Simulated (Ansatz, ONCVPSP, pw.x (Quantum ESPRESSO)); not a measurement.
**hydrogen: does the ONCV potential hold in the solid?**

```json
{
 "Element": "hydrogen",
 "Generator": "ONCVPSP 4.0.1.1 (patched build)",
 "Type": "optimised norm-conserving Vanderbilt (ONCV)",
 "Functional": "PBEsol",
 "Relativity": "scalar-relativistic",
 "Frozen core": "none",
 "Valence charge": "1",
 "Reference configuration": "1s1",
 "Partial waves": "1s: rc 1.00 bohr, ncon 3, nbas 6, qcut 6.1 1/bohr, 2 projectors, debl 1 Ha; p scattering state at 0.33 Ha: rc 0.95 bohr, ncon 3, nbas 6, qcut 9.9 1/bohr, 2 projectors, debl 1.3 Ha",
 "Local potential": "polynomial inside 0.75 bohr (lpopt 4, dvloc0 8.5 Ha)",
 "Core correction": "none"
}
```

Atomic tests: cutoffs needed: 15 Ha and 41 Ha (the cutoffs (Ha) at which the residual kinetic energy of the hardest occupied pseudo-wave falls to 1 and 0.1 mHa per electron); ghost test: no bound ghost flagged; no localised positive-energy state flagged.

Crystal test: fcc H in pw.x 7.5, no spin, 18³ k-points, Fermi–Dirac smearing 0.01 Ry, cutoffs 95/380 Ry. The reference is all-electron LAPW (Ansatz 0.2.0) with the same functional, mesh and smearing; V0 and B0 come from Birch–Murnaghan fits to the pressures at five volumes. Errors are pseudo minus all-electron; Δ is the rms difference of the E(V) curves that follow from these fits, minima aligned, over ±6 % about the mean V0. Mesh and smearing are coarse, so the numbers serve the comparison and aren't converged zero-temperature values; the lattice is a test structure that the element need not adopt.

```json
{"V (Å³/atom)": "2.771", "P all-electron (GPa)": "6.23", "P pseudo (GPa)": "5.77"}
{"V (Å³/atom)": "2.844", "P all-electron (GPa)": "2.90", "P pseudo (GPa)": "2.45"}
{"V (Å³/atom)": "2.917", "P all-electron (GPa)": "-0.10", "P pseudo (GPa)": "-0.53"}
{"V (Å³/atom)": "2.990", "P all-electron (GPa)": "-2.80", "P pseudo (GPa)": "-3.22"}
{"V (Å³/atom)": "3.063", "P all-electron (GPa)": "-5.23", "P pseudo (GPa)": "-5.64"}
```

All-electron: a0 = 2.267 Å (V0 = 2.91 Å³/atom), B0 = 114.1 GPa.

Pseudopotential: mean pressure error (GPa): -0.43; a0 (Å): 2.265; a0 error (%): -0.13; B0 error (%): +0.7; Δ (meV/atom): 0.3.

Problem. At the middle volume, how do free energy and pressure move when the wave cutoff is lowered (ecutrho kept at four times it)?

Solution.

```json
{"cutoff (Ry)": "43", "shift of F (meV/atom)": "+3.8", "shift of P (GPa)": "-0.49"}
{"cutoff (Ry)": "57", "shift of F (meV/atom)": "+2.4", "shift of P (GPa)": "+0.10"}
{"cutoff (Ry)": "76", "shift of F (meV/atom)": "+1.0", "shift of P (GPa)": "-0.15"}
```

The run at the middle volume (195 k-points, 3 iterations) took about 2.5 s on one core of a shared host (Intel(R) Xeon(R) Platinum 8375C CPU @ 2.90GHz, 64 threads, 496 GiB, load 25).
